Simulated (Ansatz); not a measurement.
**H3O+ with CH3F: structure and interaction energy**

One table from this session's results is given with a row withheld; the runs are named, their logs left out.

Method: PBE0-D4 structure, single points in def2-TZVPPD; program: Ansatz 0.2.0, Gaussian basis.

Levels: PBE-D4, revPBE-D4, BLYP-D4, r2SCAN-D4, B97M-V, PBE0-D4, B3LYP-D4, HSE06-D4, wB97X-V, wB97M-V, B2PLYP, Hartree-Fock, MP2, CCSD, CCSD(T). The reference is CCSD(T) extrapolated to the basis limit.

Correlated methods freeze the cores. B3LYP uses VWN-RPA correlation. B2PLYP carries no dispersion term here.

28 further runs of the same task are left out: 1 that didn't finish, 27 set aside as unsound or not needed.

### The system as given

The pair, from a GFN2-xTB docking trial: 9 atoms, charge 1, spin multiplicity 1.

Atoms are counted from 1 here; the program's logs count them from 0.

Bond lengths: O1–H2 0.978 Å, O1–H3 0.978 Å, O1–H4 1.012 Å, C5–F6 1.401 Å, C5–H7 1.087 Å, C5–H8 1.089 Å, C5–H9 1.087 Å. Angles: H2–O1–H3 110.9°, H2–O1–H4 111.5°, H3–O1–H4 110.5°, F6–C5–H7 107.4°, F6–C5–H8 107.1°, F6–C5–H9 107.2°, H7–C5–H8 111.6°, H7–C5–H9 111.4°, H8–C5–H9 111.9°.

Geometry (Å):

```xyz
9

O     0.0142    0.2436   -2.1424
H    -0.8390   -0.0022   -2.5517
H     0.7521   -0.2498   -2.5519
H     0.0020    0.0971   -1.1411
C     0.0093   -0.0004    1.7626
F     0.0880   -0.2741    0.3908
H     0.6838   -0.6857    2.2694
H    -1.0249   -0.1617    2.0623
H     0.3145    1.0331    1.9019
```

Atoms 1 to 4 are fragment A (H3O+), the rest fragment B (CH3F).

The first run:

The input, pre/in.yaml:

```yaml
crystal:
  periodic: [false, false, false]
  atoms:
    - {symbol: O, position_ang: [0.014200, 0.243600, -2.142400]}
    - {symbol: H, position_ang: [-0.839000, -0.002200, -2.551700]}
    - {symbol: H, position_ang: [0.752100, -0.249800, -2.551900]}
    - {symbol: H, position_ang: [0.002000, 0.097100, -1.141100]}
    - {symbol: C, position_ang: [0.009300, -0.000400, 1.762600]}
    - {symbol: F, position_ang: [0.088000, -0.274100, 0.390800]}
    - {symbol: H, position_ang: [0.683800, -0.685700, 2.269400]}
    - {symbol: H, position_ang: [-1.024900, -0.161700, 2.062300]}
    - {symbol: H, position_ang: [0.314500, 1.033100, 1.901900]}
basis:
  gaussian: {orbitals: def2-SVP}
total_charge: 1
hamiltonian: {xc: pbe, dispersion: d4}
relax: {f_tol: 0.03, max_steps: 250}
```

No record of the launch command was kept for these runs.

Steps of the session up to this table: A first relaxation in a small basis; Relaxation at PBE0-D4; CCSD(T)/def2-TZVPPD; MP2/def2-QZVPPD; Vibrations of the pair.

One of the session's tables, all rows but one given; the rest of the session is left out.

| method | interaction (meV) |
| --- | --- |
| PBE-D4 | -1309 |
| revPBE-D4 | -1228 |
| BLYP-D4 | -1270 |
| r2SCAN-D4 | -1331 |
| B97M-V | -1281 |
| PBE0-D4 | -1335 |
| B3LYP-D4 | ? |
| HSE06-D4 | -1334 |
| wB97X-V | -1298 |
| wB97M-V | -1291 |
| B2PLYP | -1285 |
| Hartree-Fock | -1226 |
| MP2 | -1257 |
| CCSD | -1240 |
| CCSD(T) | -1249 |
| CCSD(T)/CBS | -1290 |

Estimate the missing values for B3LYP-D4.

The run gave: interaction (meV): -1316. In the column «interaction (meV)» it lies between r2SCAN-D4 (-1331) and PBE-D4 (-1309).
